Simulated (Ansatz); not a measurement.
From input file to script: CF (charge +1) in Ansatz 0.2.0.

```yaml
crystal:
  periodic: [false, false, false]
  atoms:
    - { symbol: C, position_ang: [0.0, 0.0, 0.0] }
    - { symbol: F, position_ang: [0.0, 0.0, 1.425] }
basis:
  gaussian:
    orbitals: "6-31G*"
total_charge: 1.0
correlation:
  method: sc_nevpt2
  active_space:
    window:
      electrons: 6
      orbitals: 6
```

Script `cf.py`:
```python
import ansatz

GEOMETRY = """
C     0.00000    0.00000    0.00000
F     0.00000    0.00000    1.42500
"""


def main() -> None:
    cf = ansatz.Crystal.molecule()
    for line in GEOMETRY.strip().splitlines():
        symbol, *xyz = line.split()
        cf = cf.atom(symbol, [float(v) for v in xyz])

    base = cf.calculation()
    base = base.basis(gaussian="6-31G*")
    base = base.charge(1)
    base = base.correlation(active_electrons=6, active_orbitals=6)
    for method in ["sc_nevpt2"]:
        report = (base if method is None else base.correlation(method)).run(threads=1, pin="off").report
        space = report["configurations"]
        state = space["states"][0]
        print(method or "casscf", f"total {report['free_energy_ev'] / 27.211386246:.6f} Ha, active-space state {state['energy']['hartree']:.6f} Ha, mean field {report['reference_energy_ev'] / 27.211386246:.6f} Ha")
        print("  determinants", state["n_determinants"], " natural occupations", [round(n, 3) for n in space["natural_occupations"]])
    print("effectively unpaired electrons, sum of min(n, 2 - n):", round(sum(min(n, 2 - n) for n in space["natural_occupations"]), 3))


if __name__ == "__main__":
    main()
```

Running `python cf.py` prints:
```text
sc_nevpt2 total -137.030681 Ha, active-space state -136.900942 Ha, mean field -136.766437 Ha
  determinants 112  natural occupations [1.965, 1.965, 1.958, 0.043, 0.035, 0.035]
effectively unpaired electrons, sum of min(n, 2 - n): 0.225
```

Notes:
- Total energies depend on the basis set; only differences at equal settings carry meaning.
- The geometry is a force-field or estimated start, not a minimum of this method, and the basis set is short of its limit. The active space starts as a window about the frontier orbitals and is then optimised, not chosen by chemistry.
- The spin state was assumed, and another may lie lower.
- The whole script took 0.5 s on 1 thread of Arm Neoverse V2, on a shared host, peak memory 0.13 GiB.

(Lines on the test bed's own set-up are left out of the output.)
